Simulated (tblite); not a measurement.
Species: C4H7OP.
Atom-mapped SMILES: `[CH:1]#[C:2][CH2:3][P@@H:4]([CH3:5])=[O:6]` (hydrogens: H7 on C1; H8, H9 on C3; H10 on P4; H11, H12, H13 on C5)

Cartesian coordinates in Å at the GFN2-xTB level; atoms count from 1:
```xyz
13
C4H7OP angstrom
C      2.0787    1.3893   -0.6899
C      1.5531    0.3276   -0.5185
C      0.8919   -0.9274   -0.2779
P     -0.5850   -0.7327    0.7994
C     -1.6507    0.5056   -0.0075
O     -1.2452   -2.0016    1.1147
H      2.5547    2.3095   -0.8529
H      0.5456   -1.3810   -1.2138
H      1.5628   -1.6371    0.2172
H     -0.0824   -0.0552    1.9118
H     -1.0978    1.4099   -0.2423
H     -2.4793    0.7317    0.6612
H     -2.0508    0.0619   -0.9190
```

Computed values, GFN2-xTB/tblite, gas phase, harmonic and unscaled. This tight-binding method is rough: wavenumbers can miss measured ones by several per cent, in bad cases by 10 to 20. Modes of hydrogen on phosphorus can be 10 to 20 % off. One conformer, not necessarily the lowest.

Harmonic wavenumbers (cm⁻¹): 63.5, 106.9, 166.8, 221.0, 296.0, 301.3, 317.4, 391.8, 628.7, 636.2, 674.1, 706.8, 782.0, 832.4, 849.7, 929.9, 963.7, 1005.1, 1068.4, 1181.0, 1276.2, 1314.6, 1388.5, 1417.4, 1429.5, 2281.4, 2292.8, 2910.5, 2929.6, 2994.8, 3009.2, 3041.9, 3399.7.

A = 5918, B = 1833, C = 1514 MHz; mass 102.023 u (most abundant isotopes); point group C1, symmetry number 1.

What is the zero-point energy?

Half the sum of the wavenumbers: 20904 cm⁻¹ = 59.77 kcal/mol.

Give the ideal-gas entropy at 200 K and 1 bar in the rigid-rotor, harmonic-oscillator model (classical rotation).

Translation 37.82, rotation 26.18, vibration 12.53: S = 76.5 cal/(mol K).

And Cp and H(200 K) − H(0)?

Cp = 22.87 cal/(mol K), of which vibrations give 14.92 (their classical limit is 33 R = 65.6); H(200 K) − H(0) = 3.03 kcal/mol without the zero-point energy, 1.44 from vibrations.

Which modes carry the vibrational entropy at 200 K?

63.5 cm⁻¹: 3.56; 106.9 cm⁻¹: 2.56; 166.8 cm⁻¹: 1.74; 221.0 cm⁻¹: 1.26; 296.0 cm⁻¹: 0.82; 301.3 cm⁻¹: 0.80 cal/(mol K); the other 27 give 1.79 together.

How do the functions run with temperature in this model?

```csv
T (K),S (cal/(mol K)),Cp (cal/(mol K)),H − H(0) (kcal/mol),G − H(0) (kcal/mol),ln q(vib)
50,54.5,11.0,0.45,-2.27,0.23
100,63.5,15.4,1.11,-5.24,0.93
298.15,87.0,29.9,5.62,-20.31,4.48
373.15,94.2,34.8,8.05,-27.11,5.86
500,105.4,41.5,12.91,-39.78,8.17
750,124.1,50.6,24.50,-68.54,12.50
1000,139.5,56.6,37.94,-101.54,16.45
```

q(vib) and H(0) count from the zero-point level.

What must be added to the electronic energy to get the Gibbs energy at 200 K and 1 bar?

ZPE + [H(200 K) − H(0)] − T·S = 59.77 + 3.03 − 15.31 = 47.49 kcal/mol.

Blend soft modes into free rotors: weight 1/[1 + (100 cm⁻¹/ν̃)⁴] for the oscillator and the rest for a rotor with moment μB/(μ + B), μ = h/(8π²ν), B = 10⁻⁴⁴ kg m². What vibrational entropy results?

11.96 cal/(mol K) in place of 12.53, which changes −T·S at 200 K by +0.11 kcal/mol.

Hindered rotation and anharmonicity are outside this model. Other conformers, if any are populated, would add a mixing term that is left out. The structure is chiral; the term R ln 2 for an equal mix with its mirror image is left out.
